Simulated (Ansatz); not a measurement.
A nudged elastic band was laid between two geometries of BClH$_{4}$S (7 atoms, charge 0, multiplicity 1).

Method: RKS BLYP/def2-SVP (Ansatz).

| Property | Result |
| --- | --- |
| movable images | 7 |
| climbing image | yes |
| spring | 5.0 eV/Å² |
| optimiser | quadratic models (default) |
| start path | through a guess of the saddle point |
| force threshold | 0.5 eV/Å |
| iteration limit | 60 |
| end points | relaxed |

Initial state:

```xyz
7
Properties=species:S:1:pos:R:3
B 0.034 -0.040 0.109
Cl -0.608 0.605 1.701
H 1.222 0.126 -0.086
H -0.723 0.045 -0.838
S 0.071 -2.206 0.247
H -1.174 -2.428 0.769
H 0.659 -2.352 1.472
```

Final state:

```xyz
7
Properties=species:S:1:pos:R:3
B 0.163 -0.577 -0.539
Cl -0.173 0.164 3.062
H 1.235 -0.025 -0.592
H -0.876 -0.047 -0.843
S 0.212 -2.289 0.006
H -1.123 -2.578 -0.052
H 0.045 -0.897 2.333
```

Problem. What changes between the two ends?

Solution. Bonds broken: B1–Cl2, S5–H7. Bonds formed: Cl2–H7. BClH4S becomes BH3S + ClH.

Problem. What energy profile does the band end with?

Solution. The forces met the threshold. The highest image is number 5 of 0 to 8, 0.62 eV above the first end and 0.45 eV above the last; the last end lies 0.17 eV above the first. The threshold of 0.5 eV/Å is loose, so the images may lie well off the minimum-energy path. The order of the stationary point at the top wasn't checked. The orbitals stay closed-shell, which can raise the energy where a bond breaks towards radicals; this wasn't checked here.

| image | path coordinate (Å) | energy (eV) | B1–Cl2 (Å) | S5–H7 (Å) | Cl2–H7 (Å) |
| --- | --- | --- | --- | --- | --- |
| 0 | 0.00 | 0.00 | 1.83 | 1.37 | 3.23 |
| 1 | 0.45 | 0.02 | 1.84 | 1.37 | 2.99 |
| 2 | 0.90 | 0.08 | 1.85 | 1.37 | 2.73 |
| 3 | 1.35 | 0.23 | 1.89 | 1.40 | 2.28 |
| 4 | 1.80 | 0.61 | 2.02 | 1.58 | 1.74 |
| 5 | 2.25 | 0.62 | 2.37 | 1.97 | 1.40 |
| 6 | 2.70 | 0.31 | 2.83 | 2.32 | 1.33 |
| 7 | 3.14 | 0.19 | 3.27 | 2.57 | 1.31 |
| 8 | 3.59 | 0.17 | 3.69 | 2.72 | 1.31 |

Problem. What is the geometry of the highest image?

Solution. 
```xyz
7
Properties=species:S:1:pos:R:3
B 0.153 -0.441 -0.128
Cl -0.144 0.189 2.136
H 1.216 0.091 -0.330
H -0.882 -0.018 -0.578
S 0.264 -2.292 0.265
H -1.062 -2.593 0.152
H -0.063 -1.184 1.856
```

Time of the run: 37 s on 2 threads of Arm Neoverse V1, with other jobs on the host, peak memory 0.14 GiB.
